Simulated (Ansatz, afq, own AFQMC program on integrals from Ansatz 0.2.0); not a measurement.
Breaking Si2–Cl1 in SiCl2, singlet

```xyz
3

Cl    0.2952    1.6158    0.3401
Si   -0.7742   -0.0105   -0.4243
Cl    0.4791   -1.6053    0.0842
```

Products: SiCl (doublet) and Cl (doublet), each relaxed with PBE0/def2-SVP like the molecule; electronic energies without zero-point terms. Determinants: RHF, UHF and UHF in that order.

Basis def2-TZVP. Only valence electrons are correlated. Ansatz 0.2.0 and our own AFQMC program on the same integrals; the CISD trial comes from CCSD amplitudes, and released means the phaseless constraint is let go. Error bars are statistical, one sigma. The errors of all members are added in quadrature.

No full CI on the walks' own integrals is used here; CCSDT(Q) serves as the reference and is uncertain by about the last step of the cluster series. Each member takes its own surest rung, up to full CI.

The best estimate is CCSD(T) at the basis-set limit (CBS: def2-TZVPP and def2-QZVPP, with their diffuse functions for anions and beside diffuse sets, CCSD(T) itself extrapolated) plus the step from CCSD(T) to CCSDT(Q) in def2-TZVP. Rows without CBS are in def2-TZVP; B2PLYP and the wave-function rows carry a basis error of their own. Core correlation and relativity beyond core potentials are missing, and ± holds the sampling alone.

Cautions: SiCl₂ (singlet): restricted determinant unstable towards unrestricted (UHF 5 meV lower, ⟨S²⟩ 0.09), its ph-AFQMC/CISD value lies 17 ± 6 meV above CCSDT(Q).

Best estimate: 442.3 kJ/mol.

| level | bond energy (kJ/mol) | error against the best estimate (kJ/mol) |
| --- | --- | --- |
| HF | 308.9 | -133.4 |
| MP2 | 445.1 | 2.8 |
| CCSD | 406.9 | -35.4 |
| CCSD(T) | 419.8 | -22.5 |
| CCSDT | 418.4 | -23.9 |
| CCSDT(Q) | 419.6 | -22.7 |
| ph-AFQMC/CISD | 419.5 ± 0.8 | -22.8 ± 0.8 |
| released AFQMC | 420.1 ± 1.1 | -22.2 ± 1.1 |
| HF/CBS | 309.8 | -132.5 |
| MP2/CBS | 466.5 | 24.2 |
| CCSD(T)/CBS | 442.5 | 0.2 |
| PBE | 442.3 | 0.0 |
| r2SCAN | 437.5 | -4.8 |
| PBE0 | 431.2 | -11.1 |
| B3LYP | 417.5 | -24.8 |
| wB97M-V | 449.9 | 7.6 |
| B2PLYP | 424.8 | -17.5 |

Correlation beyond CCSD(T) takes off 0.2 kJ/mol. Going to the basis-set limit adds 22.8 kJ/mol at CCSD(T). The perturbative (T) step is worth +12.9 kJ/mol. The functionals spread over 32.4 kJ/mol; PBE comes nearest and B3LYP is 24.8 kJ/mol too low.

Best estimates are given only where the step beyond CCSD(T) is under 0.3 eV and no member's determinant is very poor (T1 over 0.05, or 0.07 for open shells, ⟨S²⟩ too high by 0.3, two states mixed), so the hardest cases are missing from such tables.

The functionals ran in a triple-zeta set and keep a basis error of their own, a few kJ/mol for each bond in atomization energies and more for double hybrids, so close places among them and the extrapolated levels can swap.

CCSDT and higher add their correlation energy to the determinant of the CCSD(T) run, since their own runs factorise the integrals more tightly (a shift of under 2 meV). Each member of a difference takes its own highest rung, so a best estimate needn't equal the limit plus the step of one row. A walk keeps the symmetry of its determinant, which the program's search chose and which needn't be the lowest solution, so a lower state of the same spin and another symmetry isn't excluded. Released energies are given only where the last usable release times agree within the noise; a slower fall can still hide under it.
